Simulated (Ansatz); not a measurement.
`N/C=C1/CO1` → `C=CC(N)=O`  (isomerisation)

Gas-phase electronic energies from Ansatz, PBE0-D4/def2-TZVP geometries. CCSD(T)/CBS adds triple-zeta CCSD(T) − MP2 to the extrapolated MP2 energy (def2 sets, frozen cores). DFT in def2-TZVPP. B3LYP here is the variant with VWN-RPA as its local correlation; programs differ in this. HSE06 is defined as in plane-wave codes. Each species was taken in one conformer, which may not be the lowest.

```json
{"level": "LDA (SPW92)", "ΔE (kJ/mol)": "-196.2", "difference from CCSD(T)/CBS": "22.0"}
{"level": "PBE-D4", "ΔE (kJ/mol)": "-201.9", "difference from CCSD(T)/CBS": "16.3"}
{"level": "revPBE-D4", "ΔE (kJ/mol)": "-204.5", "difference from CCSD(T)/CBS": "13.7"}
{"level": "BLYP-D4", "ΔE (kJ/mol)": "-221.2", "difference from CCSD(T)/CBS": "-3.0"}
{"level": "r2SCAN-D4", "ΔE (kJ/mol)": "-214.6", "difference from CCSD(T)/CBS": "3.6"}
{"level": "PBE0-D4", "ΔE (kJ/mol)": "-206.2", "difference from CCSD(T)/CBS": "12.0"}
{"level": "B3LYP-D4", "ΔE (kJ/mol)": "-223.0", "difference from CCSD(T)/CBS": "-4.8"}
{"level": "r2SCANh-D4", "ΔE (kJ/mol)": "-214.9", "difference from CCSD(T)/CBS": "3.3"}
{"level": "r2SCAN0-D4", "ΔE (kJ/mol)": "-215.5", "difference from CCSD(T)/CBS": "2.7"}
{"level": "HSE06-D4", "ΔE (kJ/mol)": "-205.9", "difference from CCSD(T)/CBS": "12.3"}
{"level": "BHLYP-D4", "ΔE (kJ/mol)": "-230.8", "difference from CCSD(T)/CBS": "-12.6"}
{"level": "ωB97X-V", "ΔE (kJ/mol)": "-211.1", "difference from CCSD(T)/CBS": "7.1"}
{"level": "ωB97M-V", "ΔE (kJ/mol)": "-217.0", "difference from CCSD(T)/CBS": "1.2"}
{"level": "B2PLYP", "ΔE (kJ/mol)": "-223.4", "difference from CCSD(T)/CBS": "-5.2"}
{"level": "PBE", "ΔE (kJ/mol)": "-200.8", "difference from CCSD(T)/CBS": "17.4"}
{"level": "revPBE", "ΔE (kJ/mol)": "-200.2", "difference from CCSD(T)/CBS": "18.0"}
{"level": "BLYP", "ΔE (kJ/mol)": "-218.4", "difference from CCSD(T)/CBS": "-0.2"}
{"level": "r2SCAN", "ΔE (kJ/mol)": "-214.3", "difference from CCSD(T)/CBS": "3.9"}
{"level": "PBE0", "ΔE (kJ/mol)": "-205.3", "difference from CCSD(T)/CBS": "12.9"}
{"level": "B3LYP", "ΔE (kJ/mol)": "-221.1", "difference from CCSD(T)/CBS": "-2.9"}
{"level": "r2SCANh", "ΔE (kJ/mol)": "-214.7", "difference from CCSD(T)/CBS": "3.5"}
{"level": "r2SCAN0", "ΔE (kJ/mol)": "-215.2", "difference from CCSD(T)/CBS": "3.0"}
{"level": "HSE06", "ΔE (kJ/mol)": "-205.1", "difference from CCSD(T)/CBS": "13.1"}
{"level": "CAM-B3LYP", "ΔE (kJ/mol)": "-221.0", "difference from CCSD(T)/CBS": "-2.8"}
{"level": "LC-ωPBE", "ΔE (kJ/mol)": "-200.6", "difference from CCSD(T)/CBS": "17.6"}
{"level": "RPA@PBE/def2-TZVPP", "ΔE (kJ/mol)": "-212.6", "difference from CCSD(T)/CBS": "5.6"}
{"level": "HF/def2-SVP", "ΔE (kJ/mol)": "-257.9", "difference from CCSD(T)/CBS": "-39.7"}
{"level": "MP2/def2-SVP", "ΔE (kJ/mol)": "-233.0", "difference from CCSD(T)/CBS": "-14.8"}
{"level": "CCSD/def2-SVP", "ΔE (kJ/mol)": "-233.0", "difference from CCSD(T)/CBS": "-14.8"}
{"level": "CCSD(T)/def2-SVP", "ΔE (kJ/mol)": "-233.3", "difference from CCSD(T)/CBS": "-15.1"}
{"level": "HF/def2-TZVPP", "ΔE (kJ/mol)": "-248.3", "difference from CCSD(T)/CBS": "-30.1"}
{"level": "MP2/def2-TZVPP", "ΔE (kJ/mol)": "-217.5", "difference from CCSD(T)/CBS": "0.7"}
{"level": "SCS-MP2/def2-TZVPP", "ΔE (kJ/mol)": "-218.7", "difference from CCSD(T)/CBS": "-0.5"}
{"level": "CCSD/def2-TZVPP", "ΔE (kJ/mol)": "-220.4", "difference from CCSD(T)/CBS": "-2.2"}
{"level": "CCSD(T)/def2-TZVPP", "ΔE (kJ/mol)": "-219.5", "difference from CCSD(T)/CBS": "-1.3"}
{"level": "HF/def2-QZVPP", "ΔE (kJ/mol)": "-247.1", "difference from CCSD(T)/CBS": "-28.9"}
{"level": "MP2/def2-QZVPP", "ΔE (kJ/mol)": "-216.3", "difference from CCSD(T)/CBS": "1.9"}
{"level": "HF/CBS(def2)", "ΔE (kJ/mol)": "-247.0", "difference from CCSD(T)/CBS": "-28.8"}
{"level": "MP2/CBS(def2)", "ΔE (kJ/mol)": "-216.2", "difference from CCSD(T)/CBS": "2.0"}
{"level": "CCSD/CBS(def2)", "ΔE (kJ/mol)": "-219.1", "difference from CCSD(T)/CBS": "-0.9"}
{"level": "CCSD(T)/CBS", "ΔE (kJ/mol)": "-218.2", "difference from CCSD(T)/CBS": "0"}
```

Task: What do rigid-rotor, harmonic-oscillator terms from PBE0-D4/def2-TZVP frequencies (298.15 K, 1 bar) make of the CCSD(T)/CBS value? (An estimate is asked.)

Result: Ansatz gave: ΔZPE = -1.5 kJ/mol, ΔH = -218.6 kJ/mol, ΔS = 9 J/(mol·K), ΔG = -221.3 kJ/mol.

Largest T1 diagnostic among the species: 0.015.

Leaving LDA and LC-ωPBE aside and taking each functional with its dispersion term where it has one, the values spread over 28.9 kJ/mol, from BHLYP-D4 to PBE-D4. LDA lies +4.6 kJ/mol from PBE without D4. In def2-TZVPP, CCSD(T) changes the Hartree–Fock value by +28.8 kJ/mol (the triples alone add +0.9 kJ/mol) and MP2 by +30.8 kJ/mol.
